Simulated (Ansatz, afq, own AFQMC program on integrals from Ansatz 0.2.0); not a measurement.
# AFQMC, coupled cluster and functionals along a coordinate of NH3 + O, triplet

| atom | x (Å) | y (Å) | z (Å) |
| --- | --- | --- | --- |
| N | -1.1109 | -0.0173 | -0.0269 |
| H | -1.4081 | 0.9506 | -0.0269 |
| H | -1.4081 | -0.4196 | 0.8534 |
| H | -0.0984 | -0.0173 | -0.0269 |
| O | 1.1561 | -0.0173 | -0.0269 |

A hydrogen atom is moved from one rigid fragment to the other; the N1–H4 distance tells how far. The two fragments are held close together, so this isn't a minimum-energy path and the start is a compressed complex. Energies in kJ/mol count from this geometry (1.012 Å) at the same level; the start stands on UHF, each point on the determinant named.

Basis cc-pVTZ. Only valence electrons are correlated. AFQMC by an in-house program on the Cholesky factors that Ansatz 0.2.0 writes for its CCSD(T) run. The CISD trial takes its coefficients from CCSD amplitudes. Released means that phaseless walkers are propagated on without the constraint, phases kept. Error bars are statistical, one sigma.

Cautions, each for one point or more: lower spins were not checked; the ph-AFQMC/CISD walk drifts between its halves.

| r(N1–H4) / Å | det. | T1 | weight | ⟨S²⟩ | CCSD(T) | ph-AFQMC/CISD | CCSD | B3LYP |
| --- | --- | --- | --- | --- | --- | --- | --- | --- |
| 1.088 | UHF | 0.028 | 0.87 | 2.04 | 3.0 | 3.7 ± 0.8 | 5.2 | -2.8 |
| 1.126 | UHF | 0.024 | 0.87 | 2.05 | 5.2 | 3.8 ± 0.8 | 7.8 | -1.8 |
| 1.164 | UHF | 0.018 | 0.88 | 2.05 | 6.3 | 6.0 ± 0.9 | 8.7 | -0.2 |
| 1.201 | UHF | 0.022 | 0.88 | 2.04 | 6.5 | 7.0 ± 1.0 | 8.1 | 1.8 |
| 1.277 | UHF | 0.022 | 0.88 | 2.02 | 7.7 | 6.8 ± 0.8 | 6.9 | 9.3 |

Weight is that of the determinant in the CISD state; at the start T1 is 0.027 and the weight 0.88, and ⟨S²⟩ is 2.02. Largest departures from phaseless AFQMC with a CISD trial: CCSD(T) 1.4 kJ/mol at 1.126 (on UHF) (within the noise), CCSD 4.0 kJ/mol at 1.126 (on UHF), B3LYP -6.5 kJ/mol at 1.088. The walk's constraint bias lies outside its error bars, so these are departures and not errors. Functionals count only at points shown to share the start's state and spin.

Some points may be missing: those where a free walk finds a much lower state, and past Zn most of those on another determinant than at the start.

A walk keeps the symmetry of its determinant, which the program's search chose and which needn't be the lowest solution, so a lower state of the same spin and another symmetry isn't excluded.
